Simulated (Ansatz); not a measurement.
Polycrystal shear modulus (GPa) of solids drawn from the class of elemental solids other than molecular ones, at two levels: LDA (Ansatz, a quantum-chemistry and plane-wave program, plane waves, PAW), and PBEsol (Ansatz, PAW).

```json
[
 {"solid": "white tin (β-Sn)", "LDA": "19.1", "PBEsol": "14.2", "shift (%)": "-26"},
 {"solid": "hcp Sc", "LDA": "36.4", "PBEsol": "34.1", "shift (%)": "-6.3"},
 {"solid": "bcc Ba", "LDA": "6.96", "PBEsol": "6.40", "shift (%)": "-8.0"},
 {"solid": "hcp Re", "LDA": "195", "PBEsol": "189", "shift (%)": "-3.1"},
 {"solid": "hcp Y", "LDA": "26.1", "PBEsol": "27.1", "shift (%)": "+3.8"},
 {"solid": "bcc Na", "LDA": "3.34", "PBEsol": "3.02", "shift (%)": "-9.6"},
 {"solid": "fcc Pt", "LDA": "69.1", "PBEsol": "65.7", "shift (%)": "-4.9"},
 {"solid": "hcp Co", "LDA": "135", "PBEsol": "122", "shift (%)": "-9.6"},
 {"solid": "fcc Pd", "LDA": "55.7", "PBEsol": "51.2", "shift (%)": "-8.1"},
 {"solid": "bcc K", "LDA": "1.38", "PBEsol": "1.26", "shift (%)": "-8.7"}
]
```

The shifts run from -26 % to +3.8 %, with a median of -8.1 %.

Over all 10 rows PBEsol is the larger in 1.

Ansatz's runs of these crystals have no spin polarisation, but for hcp Co.

Density-functional runs with spin start from parallel moments for hcp Co.

Spin–orbit coupling is left out, also for the solids with elements from indium on (white tin (β-Sn), bcc Ba, hcp Re, fcc Pt); its size isn't shown.

Each level is taken at its own relaxed cell. Ansatz's density-functional and Hartree–Fock values are scalar-relativistic unless marked +SOC, with PAW data made under PBE.
